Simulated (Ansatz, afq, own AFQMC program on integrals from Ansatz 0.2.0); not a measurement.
H2O, singlet: a scan with AFQMC

```yaml
atoms:
  - { symbol: O, position_ang: [0.0000, -0.0653, 0.0000] }
  - { symbol: H, position_ang: [0.0000, 0.5184, -0.7615] }
  - { symbol: H, position_ang: [0.0000, 0.5184, 0.7615] }
```

All coordinates are scaled about the centre. Energies in eV count from this geometry (1.000) at the same level; the start stands on RHF, each point on the determinant named.

Basis 6-31G. Only valence electrons are correlated. Integrals, coupled cluster, full CI and functionals: Ansatz 0.2.0; the random walks run on the same integrals in our own AFQMC program. The CISD trial takes its coefficients from CCSD amplitudes. Released means that phaseless walkers are propagated on without the constraint, phases kept. Uncertainties: one standard error, sampling alone.

Cautions, each for one point or more: CCSDTQ on the RHF determinant differs, and it is the one that meets full CI; CCSDTQ on the RHF determinant differs, by its state or its frozen core; cluster runs in doubt by the program's own checks; raised T1 diagnostic; restricted determinant unstable towards unrestricted; strong correlation; unrestricted determinant spin contaminated; walk and cluster series may follow different spin states.

```json
{"scale of all distances": "0.894", "det.": "RHF", "T1": "0.005", "weight": "0.96", "⟨S²⟩": "pure", "B2PLYP": "0.871", "wB97M-V": "0.873", "CCSD(T)": "0.911"}
{"scale of all distances": "1.140", "det.": "RHF", "T1": "0.010", "weight": "0.94", "⟨S²⟩": "pure", "B2PLYP": "0.476", "wB97M-V": "0.484", "CCSD(T)": "0.425"}
{"scale of all distances": "1.285", "det.": "RHF", "T1": "0.014", "weight": "0.93", "⟨S²⟩": "pure", "B2PLYP": "1.739", "wB97M-V": "1.784", "CCSD(T)": "1.608"}
{"scale of all distances": "1.516", "det.": "RHF", "T1": "0.022", "weight": "0.87", "⟨S²⟩": "pure", "B2PLYP": "4.240§", "wB97M-V": "4.249", "CCSD(T)": "3.677"}
{"scale of all distances": "1.745", "det.": "RHF", "T1": "0.030", "weight": "0.80", "⟨S²⟩": "pure", "B2PLYP": "6.465§", "wB97M-V": "6.514§", "CCSD(T)": "5.322"}
{"scale of all distances": "1.983", "det.": "UHF‡", "T1": "0.087", "weight": "0.67", "⟨S²⟩": "1.77", "B2PLYP": "7.516§", "wB97M-V": "7.815§", "CCSD(T)": "6.725"}
{"scale of all distances": "2.379", "det.": "UHF‡", "T1": "0.029", "weight": "0.89", "⟨S²⟩": "1.94", "B2PLYP": "8.164§", "wB97M-V": "8.642§", "CCSD(T)": "7.540"}
```

(1) Estimate the curve of full CI, counted from the same start.

Answers

(1) 
```tsv
scale of all distances	det.	T1	weight	⟨S²⟩	FCI	ph-AFQMC/CISD	released AFQMC	CCSDT(Q)
0.894	RHF	0.005	0.96	pure	0.914	0.914 ± 0.003	0.914 ± 0.001	0.914
1.140	RHF	0.010	0.94	pure	0.420	0.426 ± 0.004	–	0.420
1.285	RHF	0.014	0.93	pure	1.597	1.605 ± 0.004	1.596 ± 0.003	1.596
1.516	RHF	0.022	0.87	pure	3.662	3.686 ± 0.007	3.660 ± 0.005	3.658
1.745	RHF	0.030	0.80	pure	5.328	5.413 ± 0.008	5.345 ± 0.008	5.312
1.983	UHF‡	0.087	0.67	1.77	6.505	6.566 ± 0.008	–	6.621
2.379	UHF‡	0.029	0.89	1.94	7.416	7.428 ± 0.004	–	7.476
```

Weight is that of the determinant in the CISD state; at the start T1 is 0.007 and the weight 0.96. A double dagger marks points where the walks on two determinants ended up to 0.524 eV apart; the lower is shown. A dash marks a missing value, a released energy that hasn't settled or a functional that sits on another state. § marks a functional whose ⟨S²⟩ is too high by over 0.1. Largest departures from full CI: CCSD(T) 0.220 eV at 1.983 (on UHF), ph-AFQMC/CISD 0.085 eV at 1.745 (on RHF), released AFQMC 0.018 eV at 1.745 (on RHF), CCSDT(Q) 0.116 eV at 1.983 (on UHF), B2PLYP 0.141 eV at 1.285, wB97M-V 0.587 eV at 1.516. Functionals count only at points shown to share the start's state and spin. In this small basis the wave-function levels are far from their limit, so their gap to the functionals isn't the functionals' error.

CCSDT and higher add their correlation energy to the determinant of the CCSD(T) run, since their own runs factorise the integrals more tightly (a shift of under 2 meV). A walk keeps the symmetry of its determinant, which the program's search chose and which needn't be the lowest solution, so a lower state of the same spin and another symmetry isn't excluded. Released energies are given only where the last usable release times agree within the noise; a slower fall can still hide under it.
